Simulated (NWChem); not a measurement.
**Correlation energy of methanol (CH₄O)**

```xyz
6

C      0.6125    -0.2314     0.0000
O     -0.6650     0.3583     0.0000
H      0.8066    -0.8558     0.8960
H      1.3548     0.5819     0.0000
H      0.8066    -0.8558    -0.8960
H     -1.3230    -0.3478     0.0000
```
Charge 0, spin multiplicity 1.

All runs are NWChem calculations. All single points use one geometry, from B3LYP/def2-SVP, a minimum by its harmonic frequencies.

Basis set: 3-21G. Each correlation energy counts from its own Hartree-Fock reference.

The correlated methods keep 2 core orbitals frozen. Coupled-cluster values serve here as a point of comparison, not as the truth.

One of these methods gave a correlation energy of -234.9 mHa. Which?
A) CCSD
B) CCSD+T(CCSD)
C) SCS-MP2
D) MP2

B, CCSD+T(CCSD). The others give -230.4 (CCSD), -210.3 (MP2), -213.1 (SCS-MP2).
